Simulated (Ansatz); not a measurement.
Ansatz (a quantum-chemistry and plane-wave program) input (PBE/6-311+G**): The .json file is the Basis Set Exchange's 6-311+G**.

Ansatz 0.2 input:
```yaml
crystal:
  periodic: [false, false, false]
  atoms:
    - {symbol: N, position_ang: [-0.00000000, -0.00000000, -1.20500663]}
    - {symbol: N, position_ang: [-0.00000000, -0.00000000, -0.06983899]}
    - {symbol: O, position_ang: [0.00000000, 0.00000000, 1.11548992]}
basis:
  gaussian:
    orbitals: 6-311+G__.json
hamiltonian:
  xc: {name: PBE}
total_charge: 1
magnetization: {spin_polarized: true, initial_magnetization: 1}
output: {forces: true}
```

From the last part of the output:

```
WARN ansatz: RAYON_NUM_THREADS=1 ignored (pool sized by the plan → 1); use --threads N
Functional definition: PBE
integrals: 0.01 GiB planned
550 factors; their error is unknown
mean field: 0.14 GiB planned
mean field evaluation 1: about -5005.0305 eV, gradient 3.3e1 eV
mean field evaluation 2: about -4999.3751 eV, gradient 5.0e1 eV
mean field evaluation 4: about -5008.8064 eV, gradient 1.3e0 eV
mean field evaluation 8: about -5008.7885 eV, gradient 9.3e-2 eV
mean field evaluation 16: about -5008.7886 eV, gradient 1.4e-5 eV
mean field -5008.78859137 eV, -184.0695856539 hartree, gradient 1.4e-5 eV, S^2 0.758163; 1 other end points of the search recorded, 0 dependent functions left out
the calculation of the forces begins
reference -5008.78863066 eV, -184.0695870979 hartree; 11, 10 occupied and 55, 56 virtual orbitals, 550 factors
Total energy: -5008.78863066 eV, -184.0695870979 hartree
Atom 0 at    -0.000000    -0.000000    -1.205007 Å, force    -0.000000     0.000000    -2.634234 eV/Å
Atom 1 at    -0.000000    -0.000000    -0.069839 Å, force     0.000000    -0.000000     2.240451 eV/Å
Atom 2 at     0.000000     0.000000     1.115490 Å, force    -0.000000     0.000000     0.393783 eV/Å
Dipole moment:    -0.000000     0.000000    -0.026492 e Å
```

The dipole moment of an ion depends on the origin.
